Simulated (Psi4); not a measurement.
# CCSD/aug-cc-pVTZ run of HOF (hypofluorous acid)

Aim: the energy change on altering one bond length of HOF (hypofluorous acid) at CCSD/aug-cc-pVTZ, from 2 runs. Input form: a Python script.

The calculation is run with Psi4 1.11.

## 1. The structure to begin with

HOF has 3 atoms, charge 0, and is taken as a singlet. As SMILES, `OF`. The shape is that of a PBE0-D4/def2-TZVP optimisation.

Bond lengths: O1–F2 1.406 Å, O1–H3 0.969 Å. Angles: F2–O1–H3 99.1°.

## 2. A single-point energy at CCSD/aug-cc-pVTZ

job.py

```python
import psi4

psi4.set_memory('2200 MB')
psi4.set_num_threads(1)
psi4.set_output_file('fho.out', False)

molecule = psi4.geometry("""
O      0.430590    -0.210340     0.216330
F     -0.221910     1.014620    -0.010980
H     -0.208690    -0.804280    -0.205350
units angstrom
symmetry c1
""")

psi4.set_options({
    'basis': 'aug-cc-pVTZ',
    'puream': True,
    'e_convergence': 1e-09,
    'd_convergence': 1e-08,
    'scf_type': 'pk',
    'num_frozen_docc': 2,
})

e_tot, wfn = psi4.energy("ccsd", return_wfn=True)
print(f'total energy {e_tot:.8f} hartree = {e_tot * 27.211386:.5f} eV')
```

Launch:

```
$ python job.py
```

fho.out:

```text
[...]
  Running in c1 symmetry.
[...]
  Nuclear repulsion =   34.062701107921029
[...]
  Multiplicity = 1
[...]
  Nalpha       = 9
  Nbeta        = 9
[...]
    Number of basis functions: 115
[...]
   @RHF iter   1:  -174.78021488495634   -6.97274e-01   2.40209e-03 DIIS/ADIIS
[...]
   @RHF iter  12:  -174.80941432735372   -3.06954e-12   4.40730e-09 DIIS
[...]
    Orbital Energies [Eh]
    ---------------------
    Doubly Occupied:
       1A    -26.350539     2A    -20.693256     3A     -1.658695
       4A     -1.313583     5A     -0.783497     6A     -0.729944
       7A     -0.694617     8A     -0.605396     9A     -0.541527
[...]
  @RHF Final Energy:  -174.80941432735372
   => Energetics <=
    Nuclear Repulsion Energy =             34.0627011079210291
    One-Electron Energy =                -311.0021227347936019
    Two-Electron Energy =                 102.1300072995188231
    Total Energy =                       -174.8094143273537497
[...]
 Multipole Moments:
 ------------------------------------------------------------------------------------
     Multipole            Electronic (a.u.)      Nuclear  (a.u.)        Total (a.u.)
 ------------------------------------------------------------------------------------
 L = 1.  Multiply by 2.5417464519 to convert [e a0] to [Debye]
 Dipole X            :         -0.3414949           -0.0741923           -0.4156872
 Dipole Y            :          0.9969408           -1.7197104           -0.7227695
 Dipole Z            :         -0.0000000            0.0000000           -0.0000000
 Magnitude           :                                                    0.8337815
[...]
      * MP2 total energy                      = -175.326415526573726
[...]
      * CCSD total energy                     = -175.331391605926541
```

On the terminal:

```text
total energy -175.33139161 hartree = -4771.01017 eV
```

Run time: 35 s. Hardware: 1 thread of Intel Xeon Platinum 8488C (Sapphire Rapids), shared host; peak memory 2.1 GiB.

## 3. The distorted shape, same level

fho.py

```python
import psi4

psi4.set_memory('2200 MB')
psi4.set_num_threads(1)
psi4.core.set_output_file('fho.out', False)

mol = psi4.geometry("""
0 1
O
F 1 1.406397
H 1 1.1145 2 99.05737
units angstrom
symmetry c1
no_reorient
no_com
""")

psi4.set_options({
    'basis': 'aug-cc-pVTZ',
    'puream': True,
    'e_convergence': 1e-09,
    'd_convergence': 1e-08,
    'scf_type': 'pk',
    'num_frozen_docc': 2,
})

energy_value = psi4.energy('ccsd')
print('E =', round(energy_value, 9))
```

Launch:

```
$ python fho.py
```

fho.out:

```text
[...]
  Running in c1 symmetry.
[...]
  Nuclear repulsion =   33.360961466309391
[...]
  Multiplicity = 1
[...]
  Nalpha       = 9
  Nbeta        = 9
[...]
    Number of basis functions: 115
[...]
   @RHF iter   1:  -174.75686175958518   -7.64895e-01   2.40051e-03 DIIS/ADIIS
[...]
   @RHF iter  12:  -174.78874038782612   -8.29914e-12   7.88480e-09 DIIS
[...]
    Orbital Energies [Eh]
    ---------------------
    Doubly Occupied:
       1A    -26.344960     2A    -20.701176     3A     -1.649678
       4A     -1.280540     5A     -0.756505     6A     -0.724499
       7A     -0.685847     8A     -0.585727     9A     -0.535101
[...]
  @RHF Final Energy:  -174.78874038782612
   => Energetics <=
    Nuclear Repulsion Energy =             33.3609614663093907
    One-Electron Energy =                -309.7713385981772944
    Two-Electron Energy =                 101.6216367440417656
    Total Energy =                       -174.7887403878261239
[...]
 Multipole Moments:
 ------------------------------------------------------------------------------------
     Multipole            Electronic (a.u.)      Nuclear  (a.u.)        Total (a.u.)
 ------------------------------------------------------------------------------------
 L = 1.  Multiply by 2.5417464519 to convert [e a0] to [Debye]
 Dipole X            :          0.2424952           -1.0318155           -0.7893203
 Dipole Y            :         -1.0347022            1.4904120            0.4557097
 Dipole Z            :         -0.0000000            0.0000000           -0.0000000
 Magnitude           :                                                    0.9114263
[...]
      * MP2 total energy                      = -175.312508931787960
[...]
      * CCSD total energy                     = -175.316781585419932
```

On the terminal:

```text
E = -175.316781585
```

It took 38 s on 1 thread of Intel Xeon Platinum 8488C (Sapphire Rapids), shared host; peak memory 2.1 GiB.

## 4. Outcome

Level: CCSD/aug-cc-pVTZ, 2 core orbitals frozen.

| quantity | value |
| --- | --- |
| first shape: total energy | -175.33139 Eh |
| first shape: HOMO energy (Hartree–Fock orbitals) | -14.74 eV |
| first shape: LUMO energy (Hartree–Fock orbitals) | 0.79 eV |
| first shape: HOMO–LUMO gap (Hartree–Fock orbitals) | 15.53 eV |
| first shape: correlation energy (2 core orbitals frozen) | -522.0 mEh |
| first shape: T1 diagnostic | 0.013 |
| distorted shape: total energy | -175.31678 Eh |
| distorted shape: HOMO energy (Hartree–Fock orbitals) | -14.56 eV |
| distorted shape: LUMO energy (Hartree–Fock orbitals) | 0.69 eV |
| distorted shape: HOMO–LUMO gap (Hartree–Fock orbitals) | 15.25 eV |
| distorted shape: correlation energy (2 core orbitals frozen) | -528.0 mEh |
| distorted shape: T1 diagnostic | 0.014 |
| energy change with the O1–H3 bond stretched from 0.969 to 1.115 Å | 0.398 eV |

What this shows: With the O1–H3 bond stretched from 0.969 to 1.115 Å the energy rises by 0.40 eV (9.2 kcal/mol). The first shape isn't relaxed at this level, so the change isn't measured from a minimum.
